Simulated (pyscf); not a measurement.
# Routes from H₃C–SiH•–Cl + CH₄

Candidate steps break at most two bonds and form at most two. Each was searched with GFN2-xTB (tblite) first. Optimised with ωB97X-D3(BJ)/def2-SVP in PySCF. Energies: ωB97M-D3(BJ)/def2-TZVP, kcal/mol, from the separated reactants, doublet surface; ΔG‡ with ideal gas, 1 atm, RRHO with modes under 100 cm⁻¹ raised to 100, one conformer, R ln 2 for chiral ones without a mode under 150 cm⁻¹.

```csv
products,type,ΔE‡,ΔE,ΔG‡ 298 K,ΔG‡ 900 K,ν‡ (cm⁻¹)
H₃C–SiH₂–Cl + CH₃•,hydrogen abstraction,22.8,+14.8,27.7,43.4,1047i
H₃C–SiH•–CH₃ + HCl,concerted two-bond exchange,57.6,+27.2,64.7,83.5,1032i
```

Row 2: On the product side the descent ends in a complex, 4.2 kcal/mol under the separated species and 35.1 kcal/mol under the saddle at ωB97X-D3(BJ)/def2-TZVP. 

Plain bond fissions and candidates not yet searched are not listed, and one of them may be faster. Each barrier is that of the saddle found; lower ones may exist.
